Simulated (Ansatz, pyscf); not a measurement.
`[OH][PH2]` + `[SiH2]` [singlet] -> `[O]=[PH]` + `[SiH4]`, a concerted two-bond exchange on the singlet surface: H–O, H–P broken, H–Si, H–Si formed. Structures and frequencies: ωB97X-D3(BJ)/def2-SVP in PySCF. Wave-function energies: Ansatz (a program for electronic structure), frozen core, RHF or UHF references. In kJ/mol, from the separated reactants.

```
level                   barrier  reaction energy
----------------------  -------  ---------------
ωB97M-D3(BJ)/def2-TZVP    20.42          -107.59
PBE0-D3(BJ)/def2-TZVP    -15.26          -107.84
CCSD(T)/cc-pV(D+d)Z       39.37          -114.01
CCSDT(Q)/cc-pV(D+d)Z        [?]              [?]
CCSD(T)/cc-pV(T+d)Z       23.71          -114.73
CCSD(T)/cc-pV(Q+d)Z         [?]          -116.72
```

Task: What belongs in the gaps?

Result: 
- CCSDT(Q)/cc-pV(D+d)Z, barrier: 36.87
- CCSDT(Q)/cc-pV(D+d)Z, reaction energy: -115.90
- CCSD(T)/cc-pV(Q+d)Z, barrier: 18.50

In cc-pV(D+d)Z, going from CCSD(T) to CCSDT(Q) shifts the barrier by -2.50 and the reaction energy by -1.89 kJ/mol. With HF in the quadruple-zeta basis and the correlation energy extrapolated as X⁻³ from X = 3, 4, CCSD(T) gives 15.23 and -116.11; adding the double-zeta shift gives ΔE‡ = 12.73 and ΔE = -118.00 kJ/mol, without core correlation, relativity or geometry relaxation at these levels. On the reactant side the descent ends in a bound adduct, 60.03 kJ/mol under the separated species and 65.47 kJ/mol under the saddle at ωB97X-D3(BJ)/def2-TZVP. At PBE0-D3(BJ) the saddle lies under the separated reactants, which points to a path from their complex (located at ωB97X-D3(BJ) alone). At ωB97X-D3(BJ) the barrier from the zero used here is 5.44 kJ/mol. The same reactants have a lower exit, to HO–SiH₂–PH₂ (barrier -19.93 kJ/mol at ωB97M-D3(BJ), against +20.42 kJ/mol here). One saddle was located; it need not be the lowest between these sides. The CCSD(T) − MP2 part came from Ansatz, without density fitting, on the same reference.
